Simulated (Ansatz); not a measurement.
# One shape, several levels: SO2 (sulfur dioxide)

Aim: a comparison of 6 runs (HF/def2-TZVPP, BHLYP/def2-TZVPP, HSE06/def2-TZVPP, PBE0/def2-TZVPP, wB97X/def2-TZVPP, CCSD(T)/def2-TZVPP) of SO2 (sulfur dioxide). 

The calculation is run with Ansatz 0.2.0.

41 further runs of the same task are left out: 1 that didn't finish, 40 set aside as unsound or not needed.

### 1 Starting point

SO2 has 3 atoms, charge 0, and is taken as a singlet. As SMILES, `O=S=O`. The O1–S2 distance was set to 3.149 Å, away from the relaxed value. At this shape a bond of the SMILES string is far longer than usual.

Bond lengths: S2–O3 1.431 Å.

### 2 The energy at HF/def2-TZVPP (run 1)

The input, input.yaml:

```yaml
basis:
  gaussian: {orbitals: def2-TZVPP}
crystal:
  periodic: [false, false, false]
  atoms:
    - {symbol: O, position_ang: [-2.467113, 0.992116, -1.235052]}
    - {symbol: S, position_ang: [0.269520, 0.357380, 0.186790]}
    - {symbol: O, position_ang: [0.704900, -1.003280, 0.272720]}
hamiltonian: {xc: hf}
accuracy: high
output: {orbitals: {seedname: orbitals}}
```

On the command line:

```sh
$ ansatz run input.yaml --threads 1 --pin off --max-ram 3480MiB --events-out events.jsonl --progress --plain --runs-dir runs
```

Standard output:

```text
Warning: RAYON_NUM_THREADS=1 ignored (pool sized by the plan → 1); use --threads N
Functional definition: HF
  name "HF"
  exchange = exact_x
  correlation = 0
1449 factors; integrals over basis functions are off by at most 6.9e-9 eV
mean field evaluation 1: about -14854.2581 eV, gradient 7.9e1 eV
mean field evaluation 2: about -14854.2655 eV, gradient 7.9e1 eV
mean field evaluation 4: about -14861.5905 eV, gradient 6.2e1 eV
mean field evaluation 8: about -14885.0739 eV, gradient 1.0e1 eV
mean field evaluation 16: about -14885.5075 eV, gradient 4.2e-2 eV
mean field evaluation 32: about -14885.4594 eV, gradient 1.2e-1 eV
mean field evaluation 64: about -14885.1861 eV, gradient 1.2e0 eV
mean field evaluation 96: about -14885.2691 eV, gradient 8.1e-1 eV
mean field evaluation 128: about -14885.1887 eV, gradient 6.0e-2 eV
mean field evaluation 160: about -14885.2840 eV, gradient 9.8e-2 eV
mean field evaluation 192: about -14885.4695 eV, gradient 2.2e-1 eV
mean field evaluation 224: about -14873.2719 eV, gradient 2.0e1 eV
mean field evaluation 256: about -14860.7234 eV, gradient 1.4e1 eV
mean field evaluation 288: about -14885.5067 eV, gradient 8.5e-2 eV
mean field -14885.50751648 eV, -547.0323114712 hartree, gradient 1.7e-8 eV, S^2 0.000000; 4 other end points of the search recorded, 0 dependent functions left out
reference -14885.50751648 eV, -547.0323114712 hartree; 16, 16 occupied and 88, 88 virtual orbitals, 1449 factors
Total energy: -14885.50751648 eV, -547.0323114712 hartree
```

Run time: 8.1 s. Hardware: 1 thread of Arm Neoverse V1, shared host; peak memory 0.2 GiB.

### 3 A single-point energy at BHLYP/def2-TZVPP (run 2)

The input, run.yaml:

```yaml
crystal:
  periodic: [false, false, false]
  atoms:
    - symbol: O
      position_ang: [-2.467113, 0.992116, -1.235052]
    - symbol: S
      position_ang: [0.269520, 0.357380, 0.186790]
    - symbol: O
      position_ang: [0.704900, -1.003280, 0.272720]
basis:
  gaussian:
    orbitals: def2-TZVPP
hamiltonian:
  xc: {name: BHLYP}
accuracy: high
output: {orbitals: {seedname: orbitals}}
```

On the command line:

```sh
$ ansatz run run.yaml --threads 1 --pin off --max-ram 3480MiB --events-out events.jsonl --progress --plain --runs-dir runs
```

Standard output:

```text
Warning: RAYON_NUM_THREADS=1 ignored (pool sized by the plan → 1); use --threads N
Functional definition: BHLYP
  name "BHLYP"
  parameter a = 0.5
  exchange = (1 - a)*b88_x + a*exact_x
  correlation = lyp_c
1449 factors; integrals over basis functions are off by at most 6.9e-9 eV
mean field evaluation 1: about -14885.8774 eV, gradient 9.4e1 eV
mean field evaluation 2: about -14531.3796 eV, gradient 3.3e2 eV
mean field evaluation 4: about -14881.3189 eV, gradient 1.0e2 eV
mean field evaluation 8: about -14919.8492 eV, gradient 4.3e0 eV
mean field evaluation 16: about -14920.2605 eV, gradient 2.3e-8 eV
mean field evaluation 32: about -14920.1104 eV, gradient 1.1e0 eV
mean field -14920.26049626 eV, -548.3094599218 hartree, gradient 9.8e-8 eV, S^2 0.000000; 4 other end points of the search recorded, 0 dependent functions left out
reference -14920.26051760 eV, -548.3094607059 hartree; 16, 16 occupied and 88, 88 virtual orbitals, 1449 factors
Total energy: -14920.26051760 eV, -548.3094607059 hartree
```

It took 7.2 s on 1 thread of Arm Neoverse V1, shared host; peak memory 0.23 GiB.

### 4 A single-point energy at HSE06/def2-TZVPP (run 3)

The input, in.yaml:

```yaml
basis:
  gaussian: {orbitals: def2-TZVPP}
crystal:
  periodic: [false, false, false]
  atoms:
    - symbol: O
      position_ang: [-2.467113, 0.992116, -1.235052]
    - symbol: S
      position_ang: [0.269520, 0.357380, 0.186790]
    - symbol: O
      position_ang: [0.704900, -1.003280, 0.272720]
hamiltonian: {xc: {name: HSE06}}
accuracy: high
output: {orbitals: {seedname: orbitals}}
```

On the command line:

```sh
$ ansatz run in.yaml --threads 1 --pin off --max-ram 3480MiB --events-out events.jsonl --progress --plain --runs-dir runs
```

Standard output, cut to the lines that bear on the results:

```text
Warning: RAYON_NUM_THREADS=1 ignored (pool sized by the plan → 1); use --threads N
Functional definition: HSE06
  name "HSE06"
[...]
1449 factors; integrals over basis functions are off by at most 6.9e-9 eV
74 factors; integrals over basis functions are off by at most 1.9e-9 eV
[...]
mean field -14913.79863311 eV, -548.0719908312 hartree, gradient 7.2e-9 eV, S^2 0.000000; 7 other end points of the search recorded, 0 dependent functions left out
reference -14913.79863535 eV, -548.0719909134 hartree; 16, 16 occupied and 88, 88 virtual orbitals, 1449 factors
Total energy: -14913.79863535 eV, -548.0719909134 hartree
```

Wall time 21 s (1 thread of Arm Neoverse V1, shared host); peak memory 0.24 GiB.

Runs 4 to 5 aren't shown in full; the table further down has their settings and results.

### 5 The energy at CCSD(T)/def2-TZVPP (run 6)

The input, run.yaml:

```yaml
crystal:
  periodic: [false, false, false]
  atoms:
    - {symbol: O, position_ang: [-2.467113, 0.992116, -1.235052]}
    - {symbol: S, position_ang: [0.269520, 0.357380, 0.186790]}
    - {symbol: O, position_ang: [0.704900, -1.003280, 0.272720]}
basis:
  gaussian:
    orbitals: def2-TZVPP
correlation:
  method: ccsd_t
  frozen_orbitals: {O: 1, S: 5}
accuracy: high
scf:
  omitted_lower_state_checks: [cluster_reference, increment]
```

On the command line:

```sh
$ ansatz run run.yaml --threads 1 --pin off --max-ram 3480MiB --events-out events.jsonl --progress --plain --runs-dir runs
```

Standard output:

```text
Warning: RAYON_NUM_THREADS=1 ignored (pool sized by the plan → 1); use --threads N
[... 21 lines left out ...]
7 core orbitals not correlated: weight in the atoms' cores, before any rotation towards them, 1.000 or more for the frozen orbitals, at most 0.000 for the correlated occupied ones
[... 92 lines left out ...]
Total energy: -14902.97462633 eV, -547.6742159188 hartree
Checks for a lower state left out: cluster_reference, increment
```

Run time: 38 s. Hardware: 1 thread of Arm Neoverse V1, shared host; peak memory 0.52 GiB.

### 6 Overview of the runs

| run | level | frozen core orbitals | energy (Eh) | HOMO energy (eV) | LUMO energy (eV) | HOMO–LUMO gap (eV) | wall time |
| --- | --- | --- | --- | --- | --- | --- | --- |
| 1 | HF/def2-TZVPP | – | -547.032311 | -9.90 | -0.62 | 9.28 | 8.1 s |
| 2 | BHLYP/def2-TZVPP | – | -548.309461 | -8.45 | -4.16 | 4.29 | 7.2 s |
| 3 | HSE06/def2-TZVPP | – | -548.071991 | -7.38 | -6.34 | 1.04 | 21 s |
| 4 | PBE0/def2-TZVPP | – | -548.084649 | -7.76 | -5.93 | 1.83 | 12 s |
| 5 | wB97X/def2-TZVPP | – | -548.334821 | -9.68 | -3.37 | 6.31 | 30 s |
| 6 | CCSD(T)/def2-TZVPP | 7 | -547.674216 | – | – | – | 38 s |

### 7 What came out

| quantity | value |
| --- | --- |
| run 6: total energy | -547.67422 Eh |
| run 6: correlation energy (7 core orbitals frozen) | -641.9 mEh |
| run 6: (T) correction | -32.46 mEh |
| run 6: T1 diagnostic | 0.033 |

Over runs 1, 2, 3, 4, 5 the HOMO–LUMO gap runs from 1.04 eV (HSE06/def2-TZVPP) to 9.28 eV (HF/def2-TZVPP). Exact exchange widens orbital gaps. Totals of different functionals can't be ranked against each other. In run 6 the T1 diagnostic is large, so a single reference may not serve. In run 6 the log says that unrestricted orbitals would lower the reference, so the values rest on an unstable closed-shell determinant (other closed-shell runs at this shape may share the fault). In runs 1, 2, 3, 4, 5, 6 a closed-shell determinant meets a far-stretched bond, which it describes badly. All runs together took 1.9 min, the longest 38 s.
